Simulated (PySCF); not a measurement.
Working out the ionisation energy of Cl

Cl [Ne] 3s2 3p5 (2P) → Cl+ [Ne] 3s2 3p4 (3P). All numbers are calculated (PySCF 2.14, the spin-free X2C one-electron Hamiltonian (Gaussian nucleus), in x2c-TZVPPall with one added diffuse shell each of s, p, d type (6s6p4d1f, 51 functions)). Frozen: 1s2. Energies in hartree (1 hartree = 27.21139 eV):

| part | Cl (lower) | Cl+ (upper) |
| --- | --- | --- |
| UHF | -460.888270 | -460.456209 |
| MP2 opposite-spin | -0.235534 | -0.208336 |
| MP2 same-spin | -0.088499 | -0.079883 |

Problem. What does Hartree-Fock give?

Solution. (-460.456209) − (-460.888270) = 0.432061 hartree = 11.757 eV.

Problem. What do MP2 and SCS-MP2 (6/5 opposite-spin, 1/3 same-spin) give?

Solution. The opposite-spin parts differ by 0.740 eV and the same-spin parts by 0.234 eV. MP2: 11.757 + (0.740) + (0.234) = 12.731 eV. SCS-MP2: 11.757 + 1.2 × (0.740) + (0.234)/3 = 12.723 eV.

Measured between the centres of the two terms (NIST): 12.974 eV, so MP2 (valence and next inner shell) is off by -0.243 eV.

What remains against the reference includes basis incompleteness, the frozen core and correlation beyond second order.
